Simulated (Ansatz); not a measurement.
Molecule: C4H5, charge -1, multiplicity 1. It need not be the lowest isomer of its formula. Whether it binds its extra electron was not tested at this geometry. 
Structure (B3LYP-D3(BJ)/def2-TZVP (Ansatz, a quantum-chemistry and plane-wave program) minimum search):
```xyz
9

C      0.0023     1.2032     0.4449
C     -0.0032    -1.1066     0.3211
C      0.7543     0.0506    -0.2564
C     -0.7532     0.0543    -0.2588
H      0.0055     2.0751    -0.2495
H     -0.0052    -1.2129     1.4133
H     -0.0047    -2.0435    -0.2387
H      1.2672    -0.0171    -1.2129
H     -1.2634    -0.0108    -1.2168
```
Charge -1, spin multiplicity 1.

Total electronic energies in hartree. Valence correlation only, unless marked. Spin-orbit coupling is left out. No relativistic terms. 

| level | program | energy (Eh) |
|---|---|---|
| RI-HF/cc-pVTZ | Ansatz | -154.23014 |
| B2PLYP-D3(BJ)/def2-TZVPD | Ansatz + dftd3 | -155.18485 |
| RI-MP2/aug-cc-pVTZ | Ansatz | -154.93881 |
| SCS-MP2/STO-3G | Ansatz | -152.37295 |
| CCSD/6-31G* | Ansatz | -154.72029 |
| CCSD(T)/6-31G* | Ansatz | -154.74244 |
| CCSD(T)/cc-pVDZ | Ansatz | -154.80367 |
| CCSD(T)/cc-pVTZ | Ansatz | -154.97280 |

Totals of different functionals don't rank their quality; only differences between species are comparable.
